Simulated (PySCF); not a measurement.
# AlN: from constants to spectrum

UHF-CCSD(T) constants of AlN, ³Σ⁻ (triplet), unpaired electrons π ↑↑ (Al jorge-DZP-DKH, N jorge-DZP-DKH; spin-free X2C with a Gaussian nucleus (PySCF 2.14); masses 26.9815 and 14.0031 u):

* ωe: 581.2 cm⁻¹
* ωexe: 4.13 cm⁻¹
* Be: 0.47382 cm⁻¹
* αe: 0.00492 cm⁻¹
* D (centrifugal): 1.26e-06 cm⁻¹
* De to Al + N: 1.82 eV

**Question.** Give the vibrational terms G(v) and spacings up to v = 6.

**Answer.** G(v) = ωe(v+½) − ωexe(v+½)².

```tsv
v	G(v) (cm⁻¹)	G(v) − G(v−1)	Bv (cm⁻¹)
0	289.6		0.4714
1	862.5	572.9	0.4664
2	1427.2	564.7	0.4615
3	1983.6	556.4	0.4566
4	2531.8	548.2	0.4517
5	3071.7	539.9	0.4468
6	3603.3	531.6	0.4418
```

**Question.** How well does the Morse estimate ωe²/(4ωexe) reproduce De, and what is D0?

**Answer.** It gives 2.54 eV, 139 % of the computed De. D0 = De − G(0) = 1.82 − 0.04 = 1.78 eV.

Correlated steps freeze 6 core orbitals. Correlated levels converge slowly with the basis: in double zeta they bind strong bonds too weakly, by up to about 1 eV, and carry superposition errors of some tenths. The state was picked by a PBE0 search and need not be the measured ground state.
